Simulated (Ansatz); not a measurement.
Input file:

```yaml
crystal:
  periodic: [false, false, false]
  atoms:
    - {symbol: Ti, position_ang: [-0.015433, -0.009008, 1.492464]}
    - {symbol: O, position_ang: [-0.016266, -0.025151, -0.243197]}
    - {symbol: H, position_ang: [0.031698, 0.034159, -1.249267]}
basis:
  gaussian: {orbitals: def2-SVP}
total_charge: 1
magnetization: {spin_polarized: false, initial_magnetization: 2}
correlation: {method: bccd_t, electrons: outside_noble_gas}
accuracy: high
```

```sh
$ ansatz run in.yaml --threads 1 --pin off --events-out ev --progress --plain --max-ram 2393MiB
```

Output:

```
1020 factors; integrals over basis functions are off by at most 4.0e-9 eV
mean field evaluation 1: about -25116.3990 eV, gradient 7.6e1 eV
mean field evaluation 2: about -25116.4728 eV, gradient 7.6e1 eV
mean field evaluation 4: about -25127.9065 eV, gradient 1.5e1 eV
mean field evaluation 8: about -25129.4568 eV, gradient 1.4e0 eV
mean field evaluation 16: about -25129.5509 eV, gradient 3.8e-1 eV
mean field evaluation 32: about -25129.5534 eV, gradient 4.5e-1 eV
mean field evaluation 64: about -25129.6536 eV, gradient 2.8e-2 eV
mean field evaluation 96: about -25077.3882 eV, gradient 1.4e2 eV
mean field evaluation 128: about -25129.5500 eV, gradient 1.5e-1 eV
mean field evaluation 160: about -25118.4642 eV, gradient 2.8e1 eV
...
cycle  66  -6.50635314 eV  change    4.4e-9 eV  update   8.7e-9
cycle  67  -6.50635315 eV  change  -8.4e-10 eV  update   6.0e-9
cycle  68  -6.50635315 eV  change  -3.9e-10 eV  update   3.8e-9
cycle  69  -6.50635314 eV  change   9.4e-10 eV  update   2.3e-9
cycle  70  -6.50635315 eV  change  -6.3e-10 eV  update   1.5e-9
cycle  71  -6.50635315 eV  change   4.6e-10 eV  update   1.2e-9
cycle  72  -6.50635315 eV  change  -1.7e-10 eV  update  9.1e-10
cycle  73  -6.50635315 eV  change   2.3e-10 eV  update  7.6e-10
cycle  74  -6.50635315 eV  change  -2.4e-10 eV  update  6.7e-10
cycle  75  -6.50635314 eV  change   3.2e-10 eV  update  5.7e-10
perturbative correction -0.30549578 eV, -0.0112267627 hartree
Total energy: -25136.36430482 eV, -923.7443501623 hartree
```

Ran on 1 thread of Arm Neoverse V2, shared host: 96 s wall, 0.22 GiB peak host memory.
